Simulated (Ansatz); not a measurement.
```xyz
12

C     0.0000    1.0711    0.1476
C     0.0000   -1.0711    0.1476
C    -1.0711    0.0000   -0.1476
C     1.0711    0.0000   -0.1476
H     0.0000    1.9869   -0.4501
H     0.0000    1.3429    1.2075
H     0.0000   -1.9869   -0.4501
H     0.0000   -1.3429    1.2075
H    -1.9869    0.0000    0.4501
H    -1.3429    0.0000   -1.2075
H     1.9869    0.0000    0.4501
H     1.3429    0.0000   -1.2075
```

Basis set: pcseg-2 (spherical functions). Charge 0, multiplicity 1.

Computed with Ansatz (development build ahead of 0.2.0); free ground-state atoms in the same class of orbitals, no zero-point energy, no relativity. Restricted functionals stand beside restricted open-shell atoms, which can lie above the unrestricted atoms usual in DFT and then raise those values.

The atomization energy of singlet C4H8 from measured heats of formation, zero-point and thermal terms removed is 49.810 eV (G2/97 set, Curtiss et al., J. Chem. Phys. 106, 1063 (1997), as shipped with ASE); it holds spin-orbit and other relativistic effects.

(1) How far do ωB97X (unrestricted), PBE (restricted) miss it in this basis?

## Answers

(1)

| method | atomization energy (eV) | computed − measured (eV) |
| --- | --- | --- |
| ωB97X (unrestricted) | 49.974 | 0.164 |
| PBE (restricted) | 50.780 | 0.970 |
